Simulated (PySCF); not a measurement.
**Towards the basis-set limit for S₂**

State: triplet, unpaired electrons π ↑↑. De refers to S + S. ROHF-based CCSD(T) in PySCF 2.14 with S cc-pV(T+d)Z and S cc-pV(Q+d)Z (frozen core orbitals: 10; no relativity). Correlation energies are extrapolated as n⁻³ (n = 3, 4), Hartree–Fock as (n+1)·exp(−9√n). SR is the spin-free X2C energy in S cc-pVTZ-DK less the non-relativistic one in S cc-pVTZ.

| Level | Re (Å) | ωe (cm⁻¹) | ωexe (cm⁻¹) | αe (cm⁻¹) | De (eV) |
| --- | --- | --- | --- | --- | --- |
| CCSD(T)/TZ | 1.9057 | 718.8 | 2.70 | 0.00153 | 4.134 |
| CCSD(T)/QZ | 1.8969 | 728.7 | 2.74 | 0.00154 | 4.336 |
| HF/CBS | 1.8587 | 823.5 | 2.25 | 0.00128 | 2.171 |
| MP2/CBS | 1.8994 | 710.2 | 3.29 | 0.00170 | 4.895 |
| CCSD/CBS | 1.8802 | 763.6 | 2.57 | 0.00145 | 4.145 |
| CCSD(T)/CBS | 1.8921 | 735.1 | 2.75 | 0.00154 | 4.471 |
| CCSD(T)/CBS+SR | 1.8922 | 733.4 | 2.74 | 0.00154 | 4.459 |

How much is left between CCSD(T)/QZ and the basis-set limit, and how much do the triples give at the limit?

CCSD(T)/CBS less CCSD(T)/QZ: -4.8 mÅ in Re, +6.4 cm⁻¹ in ωe and +0.135 eV in De. CCSD(T)/CBS less CCSD/CBS: +11.9 mÅ in Re, -28.5 cm⁻¹ in ωe and +0.326 eV in De.

What do the later terms add?

SR: +0.1 mÅ in Re, -1.7 cm⁻¹ in ωe and -0.012 eV in De, each against the row above.

Measured (Huber and Herzberg, Constants of Diatomic Molecules (1979)): Re = 1.8892 Å, ωe = 725.65 cm⁻¹, ωexe = 2.844 cm⁻¹. The last row is off by 3.0 mÅ and 7.7 cm⁻¹.

The T1 diagnostic is 0.019. Spin–orbit coupling, excitations beyond (T) and corrections to the Born–Oppenheimer picture are left out.

The whole job (state search and all basis sets along the bond) took about 50 min on 4 threads of Arm Neoverse V1 (shared host), peak memory 12 GiB.
